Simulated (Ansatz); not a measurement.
Relative stability

Two relaxed structures of CH5Si2 (charge -1), singlet (PBE0-D4/def2-TZVPD; forces vanish, vibrations not checked).

A:

Si1  (-1.315, 1.247, -0.151)
C2  (-0.056, 0.021, -0.371)
Si3  (0.913, -0.814, 0.908)
H4  (0.550, -0.380, 2.292)
H5  (0.166, -0.270, -1.402)
H6  (-1.291, 1.341, 1.398)
H7  (2.415, -0.629, 0.826)
H8  (0.807, -2.325, 0.936)
(Å)

B:

```xyz
8
angstrom
Si -1.8637 1.4906 -0.7432
C 0.7162 -0.4477 0.9243
Si -0.2175 0.0611 -0.6638
H -1.9429 1.2623 -2.2650
H 0.4387 -0.7319 -1.7719
H 0.2916 0.0918 1.7762
H 1.7833 -0.2068 0.8688
H 0.6297 -1.5209 1.1260
```

Program: Ansatz 0.2.0. Basis: def2-TZVPPD. Cores are frozen in the correlated methods. B3LYP uses VWN-RPA correlation.

Problem. Which structure is lower at CCSD(T), and by how much? (Judge from chemistry; the value comes from the calculation.)

Solution. The calculation gives: B, by 1.81 kcal/mol (electronic energy, against the other). By their contacts, A is CH₅Si₂ ([SiH][CH][SiH3]), total charge -1 and B is CH₅Si₂ ([CH3][SiH][SiH]), total charge -1.

Problem. Do the other methods give the same order? (Judge from chemistry; the calculation decides.)

Solution. Computed: Not all: wB97M-V, HF give the other order.

```json
{"method": "PBE-D4", "E(B) − E(A) (kcal/mol)": "-6.06"}
{"method": "r2SCAN-D4", "E(B) − E(A) (kcal/mol)": "-3.90"}
{"method": "PBE0-D4", "E(B) − E(A) (kcal/mol)": "-4.94"}
{"method": "B3LYP-D4", "E(B) − E(A) (kcal/mol)": "-0.41"}
{"method": "wB97M-V", "E(B) − E(A) (kcal/mol)": "0.86"}
{"method": "HF", "E(B) − E(A) (kcal/mol)": "5.40"}
{"method": "MP2", "E(B) − E(A) (kcal/mol)": "-0.08"}
{"method": "CCSD", "E(B) − E(A) (kcal/mol)": "-0.58"}
{"method": "CCSD(T)", "E(B) − E(A) (kcal/mol)": "-1.81"}
```

The T1 diagnostic stays at or below 0.017. The restricted Hartree–Fock reference is unstable towards an unrestricted one at one or more of these structures.

Labels in which every atom is bracketed show which atoms are joined, not bond orders.

For scale, one of the runs: CCSD(T)/def2-TZVPPD, 218 basis functions, launched by `ansatz run in.yaml --threads 2 --pin off --events-out ev --progress --plain --max-ram 4352MiB`. Hardware: 2 CPU threads of an Arm Neoverse V2, shared host. Wall time 51 s; peak host memory 3 GiB.
